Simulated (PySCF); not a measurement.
ethane: adiabatic energies of losing or gaining an electron at several levels

Structure: `CC` (C2H6).

All levels share the PBE0-D3(BJ)/def2-SVP structures and the PBE0-D3(BJ)/def2-SVP thermal terms; only the single-point energies (PySCF) change. Values are adiabatic energies of losing or gaining an electron (0 K, eV).

```csv
level,ionisation energy to the radical cation,abs. error,time
HF/ma-def2-TZVP,11.02,0.50,2.5 s
PBE0-D3(BJ)/ma-def2-TZVP,11.11,0.42,–
MP2/ma-def2-TZVP,11.46,0.06,9 s
CCSD(T)/ma-def2-TZVP,11.51,0.01,5.1 min
ATcT 1.112,11.52,,
```

Times are wall times for all single points of a level on 1 thread of Intel Xeon Platinum 8488C, a shared host; the dash marks the run that also made the structures.

Hartree-Fock leaves out electron correlation, so its ionisation energies and electron affinities from energy differences come out too low, often by 1 eV or more.

The spread: 0.49 eV, from 11.02 to 11.51.

---

How the method moves the adiabatic energies of losing or gaining an electron of `[O-]C#P` ([COP]-)

All levels share the PBE0-D3(BJ)/ma-def2-SVP structures and the PBE0-D3(BJ)/ma-def2-SVP thermal terms; only the single-point energies (PySCF) change. Values are adiabatic energies of losing or gaining an electron (0 K, eV).

```csv
level,detachment energy to the radical,time
HF/ma-def2-TZVP,1.39,3.8 s
CCSD(T)/ma-def2-TZVP,2.52,10 min
PBE0-D3(BJ)/ma-def2-TZVP,2.56,–
MP2/ma-def2-TZVP,2.76,19 s
```

Times are wall times for all single points of a level on 1 thread of Arm Neoverse N1, a shared host; the dash marks the run that also made the structures.

Hartree-Fock leaves out electron correlation, so its ionisation energies and electron affinities from energy differences come out too low, often by 1 eV or more.

The spread: 1.37 eV, from 1.39 to 2.76.

---

**Level of theory and adiabatic energies of losing or gaining an electron: `BC` (CH5B)**

All levels share the PBE0-D3(BJ)/ma-def2-SVP structures and the PBE0-D3(BJ)/ma-def2-SVP thermal terms; only the single-point energies (PySCF) change. Values are adiabatic energies of losing or gaining an electron (0 K, eV).

| level | ionisation energy to the radical cation | time |
| --- | --- | --- |
| HF/ma-def2-TZVP | 10.23 | 3.2 s |
| MP2/ma-def2-TZVP | 10.90 | 15 s |
| CCSD(T)/ma-def2-TZVP | 10.96 | 8.4 min |
| ωB97X-D3(BJ)/ma-def2-TZVP | 10.98 | – |

Times are wall times for all single points of a level on 1 thread of Arm Neoverse V1, a shared host; the dash marks the run that also made the structures.

Hartree-Fock leaves out electron correlation, so its ionisation energies and electron affinities from energy differences come out too low, often by 1 eV or more.

The spread: 0.75 eV, from 10.23 to 10.98.
